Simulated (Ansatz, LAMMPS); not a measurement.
## hcp Os, bulk modulus B0

Reference value: 425 GPa (measured, zero-point energy and finite temperature contributions removed; as tabulated in doi:10.1021/acs.jctc.3c00612).

```json
[
 {"level (code)": "Lennard-Jones uff-vdw (LAMMPS)", "value (GPa)": "0.9", "cell (Å³/atom)": "19.71", "error (%)": "-100"},
 {"level (code)": "LDA (Ansatz)", "value (GPa)": "448", "cell (Å³/atom)": "13.70", "error (%)": "+5.4"},
 {"level (code)": "PBE (Ansatz)", "value (GPa)": "397", "cell (Å³/atom)": "14.28", "error (%)": "-6.6"},
 {"level (code)": "PBE+SOC (Ansatz)", "value (GPa)": "392", "cell (Å³/atom)": "14.29", "error (%)": "-7.8"},
 {"level (code)": "PBEsol (Ansatz)", "value (GPa)": "431", "cell (Å³/atom)": "13.89", "error (%)": "+1.4"},
 {"level (code)": "r²SCAN (Ansatz)", "value (GPa)": "427", "cell (Å³/atom)": "14.02", "error (%)": "+0.5"}
]
```

Leaving aside Lennard-Jones uff-vdw, which can be fitted to such values or carry a doubt: Nearest, and too close to rank with a margin of 1.7 % (twice that across the reference) picked here for doubts on the reference and the settings: r²SCAN (+0.5 %), PBEsol (+1.4 %). PBE+SOC (-7.8 %) misses by most. Within 10 %: LDA, PBE, PBE+SOC, PBEsol, r²SCAN.

Density-functional levels without +SOC have no spin–orbit coupling. Lennard-Jones uff-vdw: this is a force field's van der Waals term alone, without bonds or charges. Each level is taken at its own relaxed cell. Cutoffs differ between the levels. Ansatz's density-functional and Hartree–Fock values are scalar-relativistic unless marked +SOC, with PAW data made under PBE.

Differences are worked out from the printed values.

Ansatz is a program for electronic structure.
